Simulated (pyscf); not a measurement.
Single points on ωB97X-D3(BJ)/def2-SVP structures (PySCF, gas phase).

### Question
PBE/def2-TZVP puts the barrier of `[Cl][Ga]([Cl])[SeH]` + `[H]` [doublet] → `[Cl][Ga][SeH]` [doublet] + `[ClH]` (atom transfer; doublet surface; Cl–Ga broken, Cl–H formed) at 3.0 kcal/mol and the reaction energy at -9.2 kcal/mol, from the separated reactants. What do B3LYP-D3(BJ)/def2-TZVP, M06-2X/def2-TZVP, ωB97M-D3(BJ)/def2-TZVP give on the same structures?

### Answer
B3LYP-D3(BJ): ΔE‡ = 5.6 kcal/mol, ΔE = -10.3 kcal/mol; M06-2X: ΔE‡ = 13.8 kcal/mol, ΔE = -5.2 kcal/mol; ωB97M-D3(BJ): ΔE‡ = 13.5 kcal/mol, ΔE = -7.6 kcal/mol. PBE's barrier lies under all of them, by 2.6 to 10.8 kcal/mol. Its reaction energy lies among theirs. Low barriers are usual for a GGA, whose delocalisation error favours stretched bonds. On the product side the descent ends in a complex, 5.9 kcal/mol under the separated species and 24.7 kcal/mol under the saddle at ωB97X-D3(BJ)/def2-TZVP. At ωB97X-D3(BJ)/def2-TZVP the barrier from the zero used here is 16.0 kcal/mol. The same reactants have a lower exit, to H₂Se + [Cl–Ga–Cl]• (barrier +3.4 kcal/mol at ωB97M-D3(BJ)/def2-TZVP, against +13.5 kcal/mol here). This is the saddle that the search found; another between the same sides may lie lower. The angle at the transferred Cl is 178°. Elements up to Kr have no core potential and no relativistic terms here.
